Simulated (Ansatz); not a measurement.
`C[B]C`, charge 0, multiplicity 2.

Task: Give a relaxed structure at PBE0-D4/def2-TZVP (Ansatz). (Estimate.)

Result: The calculation gave: 
Z-matrix (Å, degrees):
```
C
B 1 1.545
H 1 1.092 2 114.6
H 1 1.098 2 113.9 3 127.1
H 1 1.101 2 105.5 3 -116.2
C 2 1.545 1 129.9 3 -156.8
H 6 1.098 2 114.1 1 27.1
H 6 1.092 2 114.3 1 154.1
H 6 1.101 2 105.7 1 -90.0
```
Point group Cs.
This is one stationary point; other conformers may exist.
